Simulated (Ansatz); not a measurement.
## Worked example: PH, triplet against PH⁻, doublet

Geometry (PBE0/def2-TZVPD stationary point of a doublet), kept for both states (PH⁻, doublet: Π; PH, triplet: Σ⁻):

```yaml
atoms:
  - { symbol: P, position_ang: [0.0000, 0.0000, 0.0000] }
  - { symbol: H, position_ang: [0.0000, 0.0000, 1.4426] }
```

Basis 6-31++G** (Cartesian d functions); Ansatz 0.2.0. Only valence electrons are correlated (noble-gas cores frozen). R marks a restricted (for open shells ROHF) determinant, U an unrestricted one.

Full CI is exact within this basis and frozen core; it isn't the basis-set limit. The frozen core follows each run's orbitals, which can shift R against U totals by a few meV.

The highest occupied Kohn–Sham level of the anion is positive, up to +1.77 eV, so in those functionals the extra electron is held by the basis alone, which enters their differences from the reference.

```csv
level,"E(PH⁻, doublet) (hartree)","E(PH, triplet) (hartree)"
UHF,-341.260538,-341.267551
UMP2,-341.356129,-341.343526
UCCSD(T),-341.379512,-341.366158
PBE,-341.733938,-341.696801
r2SCAN,-341.868113,-341.833598
full CI,-341.380327,-341.366647
```

**Question.** Give the vertical gap, PH triplet less PH⁻ doublet, at each level in eV (1 hartree = 27.2114 eV), and each error against full CI.

**Answer.** full CI: (-341.366647 − (-341.380327)) × 27.2114 = 0.372 eV (the reference)
r2SCAN: (-341.833598 − (-341.868113)) × 27.2114 = 0.939 eV, error 0.567 eV
PBE: (-341.696801 − (-341.733938)) × 27.2114 = 1.011 eV, error 0.639 eV
UCCSD(T): (-341.366158 − (-341.379512)) × 27.2114 = 0.363 eV, error -0.009 eV
UMP2: (-341.343526 − (-341.356129)) × 27.2114 = 0.343 eV, error -0.029 eV
UHF: (-341.267551 − (-341.260538)) × 27.2114 = -0.191 eV, error -0.563 eV

Total energies of functionals can't be set beside those of wave-function methods, since they hold the core's correlation and their own absolute errors; only the differences compare.

In so small a basis the reference is far from its limit while semilocal and hybrid functionals are nearer theirs, so the functionals' errors here hold much of the reference's basis and frozen-core error, which can add to them or hide them.

Each level lands on the state that its own search finds. T1 diagnostics of restricted CCSD: 0.020 and 0.020.
